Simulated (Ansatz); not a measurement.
A trace of molecular dynamics of CH4Cl (6 atoms, charge 0, multiplicity 2).

Theory: UKS B3LYP/def2-SVP in Ansatz.

```json
{"ensemble": "NVE (velocity Verlet)", "starting velocities drawn for": "100 K", "seed": "862573"}
```

| time (fs) | T (K) | potential energy less start (eV) | conserved less start (meV/atom) |
| --- | --- | --- | --- |
| 0.0 | 100 | 0.000 | 0.00 |
| 3.0 | 143 | -0.022 | -0.02 |
| 6.0 | 161 | -0.032 | -0.03 |
| 9.0 | 356 | -0.134 | -0.17 |
| 12.0 | 441 | -0.176 | 0.07 |
| 15.0 | 666 | -0.294 | -0.13 |
| 18.0 | 831 | -0.380 | -0.23 |
| 21.0 | 888 | -0.408 | -0.07 |
| 24.0 | 891 | -0.408 | 0.12 |
| 27.0 | 907 | -0.417 | 0.06 |
| 30.0 | 1013 | -0.474 | -0.30 |
| 33.0 | 994 | -0.464 | -0.28 |
| 36.0 | 910 | -0.419 | -0.01 |
| 39.0 | 829 | -0.376 | 0.19 |
| 42.0 | 859 | -0.393 | 0.00 |
| 45.0 | 947 | -0.440 | -0.30 |
| 48.0 | 954 | -0.443 | -0.27 |
| 51.0 | 913 | -0.420 | 0.04 |
| 54.0 | 908 | -0.417 | 0.16 |
| 57.0 | 980 | -0.456 | -0.08 |
| 60.0 | 1007 | -0.470 | -0.26 |
| 63.0 | 993 | -0.463 | -0.23 |
| 66.0 | 912 | -0.419 | 0.08 |
| 69.0 | 919 | -0.423 | 0.06 |
| 72.0 | 968 | -0.450 | -0.14 |
| 75.0 | 948 | -0.440 | -0.21 |

**Question.** Can this run be trusted? Judge the integration.

**Answer.** The conserved energy stayed within 0.31 meV per atom of its start (net change -0.21 meV per atom), so the integration is sound. The system heated up, since it started high on the potential surface and ran downhill. A run of 0.075 ps of so small a system gives no equilibrium averages. The time step was 0.5 fs.

Run time: 3.9 min on 1 thread of Arm Neoverse V1 (shared host), peak memory 0.11 GiB.
